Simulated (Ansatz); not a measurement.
For 1T (CdI2-type) SnSe2, PBEsol in Ansatz (plane waves, PAW) gives:

- equilibrium lattice constant a = 3.818 Å
- lattice parameter c = 6.155 Å
- bulk modulus B0 = 17.4 GPa
- band gap at the measured cell (atoms relaxed with PBEsol) = 0.45 eV

### Question
What does r²SCAN+SOC (plane waves, PAW; Ansatz, a program for electronic structure) give for the same quantities?

### Answer

- lattice constant a: 3.841 Å (grows by 0.6 %)
- lattice parameter c: 6.528 Å (grows by 6.1 %)
- bulk modulus: 12.7 GPa (decreases by 27 %)
- band gap at the measured cell (atoms relaxed with PBEsol): 0.77 eV (increases by 0.32 eV)

For comparison: lattice parameter c 6.14 Å (measured, temperature not stated, no zero-point or thermal correction; as tabulated in Gonzalez and Oleynik (2016), arXiv:1609.04381); band gap 0.98 eV (measured, temperature not stated, no zero-point or thermal correction, indirect, our sources range from 0.98 to 1.06; as tabulated in Gonzalez and Oleynik (2016), arXiv:1609.04381).

Changes are worked out from the printed values.

Unless a cell is named, each level is at its own relaxed cell (PBEsol 25.90, r²SCAN+SOC 27.81 Å³/atom).

Spin–orbit coupling is included only where a level's name says +SOC; with heavier elements it mostly lowers gaps and can invert bands. Density-functional gaps are differences of (generalised) Kohn–Sham levels.

Caveats: for a layered or molecular solid the relaxed cell lies over 5 % above the published volume, where the minimum can be shallow (r²SCAN+SOC); the cell comes from a level without a dispersion term, which matters for the spacing of layers, chains or molecules (PBEsol, r²SCAN+SOC). Ansatz's density-functional and Hartree–Fock values are scalar-relativistic unless marked +SOC, with PAW data made under PBE.
